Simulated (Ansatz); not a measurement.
# [CH3···H···Cl], doublet: the ladder up to UCCSDT(Q)

Geometry: a point of a hydrogen-transfer path between rigid fragments, not a stationary point.

```xyz
6

C    -2.1356    0.0000    0.0000
H    -2.4988    1.0273    0.0000
H    -2.4988   -0.5137    0.8897
H    -2.4988   -0.5137   -0.8897
H    -0.7656    0.0000    0.0000
Cl    0.9584    0.0000    0.0000
```

Basis cc-pVDZ; Ansatz 0.2.0. Correlated methods freeze the noble-gas cores, which leaves 15 electrons in 46 orbitals. Prefix R: restricted or restricted open-shell reference; prefix U: unrestricted. Active spaces: pair = (3e, 3o) about the gap; valence = (15e, 12o) chosen from the atoms' valence shells.

Full CI isn't at hand for all of this; UCCSDT(Q) serves as the reference, and is uncertain by about the last step of the cluster series. The frozen core follows each run's orbitals, which can shift R against U totals by a few meV.

For open shells CISD is restricted-active-space CI with the open shells as a complete middle space.

```
UHF ⟨S²⟩                          : 0.801
T1 diagnostic (RCCSD)             : 0.0213
largest doubles amplitude (RCCSD) : 0.075
T1 diagnostic (UCCSD)             : 0.0136
```

| level | E − E(UCCSDT(Q)) (kJ/mol) | share of correlation (%) | wall time |
| --- | --- | --- | --- |
| RHF | 901.2 | 0.00 | – |
| UHF | 872.2 | 3.22 | – |
| RMP2 | 121.7 | 86.49 | – |
| UMP2 | 128.5 | 85.74 | – |
| CISD | 104.2 | 88.44 | 6.5 s |
| RCCSD | 22.2 | 97.54 | – |
| UCCSD | 21.3 | 97.63 | – |
| RCCSD(T) | 3.3 | 99.64 | 8 s |
| UCCSD(T) | 3.5 | 99.62 | 7.5 s |
| BCCD(T) | 3.4 | 99.63 | 4 s |
| RCCSDT | 1.3 | 99.86 | – |
| UCCSDT | 1.2 | 99.87 | – |
| RCCSDT(Q) | 0.0 | 100.00 | 12 s (H100) |
| CASSCF (pair space) | 829.0 | 8.01 | – |
| NEVPT2 (pair space) | 115.6 | 87.17 | 1.7 s |
| MRCISD (pair space) | 87.0 | 90.35 | – |
| MRCISD+Q (pair space) | 9.1 | 98.99 | 1.7 s (H100) |
| CASSCF (valence space) | 650.0 | 27.88 | – |
| NEVPT2 (valence space) | 150.7 | 83.28 | 6.5 s (H100) |
| MRCISD (valence space) | 53.3 | 94.08 | – |
| MRCISD+Q (valence space) | 3.2 | 99.65 | 14 s (H100) |

The correlation energy at UCCSDT(Q), counted from RHF, is -9.340 eV. That run took 6 s on 2 threads of AMD EPYC 7R13 with a shared H100 80 GB, shared host.

Times hold each run's SCF and search for its determinant on a shared host, so for small cases they say little of a method's own cost; rows without a card ran on 1 thread of AMD EPYC 7R13.

Natural occupations of CASSCF (valence space) about the gap: 1.983 1.977 1.977 1.959 1.001 0.042 0.021 0.021 0.019; effectively unpaired electrons, Σ n²(2−n)², 1.02.
